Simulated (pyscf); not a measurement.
Thermochemistry of product channels of O=Zr(F)–F + ammonia (NH₃) on the singlet surface, in kcal/mol, from ωB97M-D3(BJ)/def2-TZVP energies (ideal gas, 1 atm, RRHO with modes under 100 cm⁻¹ raised to 100, one conformer, R ln 2 for chiral ones without a mode under 150 cm⁻¹). Optimised with ωB97X-D3(BJ)/def2-SVP in PySCF.

```csv
products,ΔE,ΔH(298 K),ΔG(298 K),ΔG(600 K)
H₂N–Zr(=O)–F + hydrogen fluoride (HF),+23.9,+22.9,+23.6,+24.0
H₂N–Zr(OH)(F)–F,-56.8,-56.9,-47.4,-38.4
```

These are energies of the channels, which say nothing of barriers. Elements past Kr carry the def2 core potentials, without spin-orbit coupling.
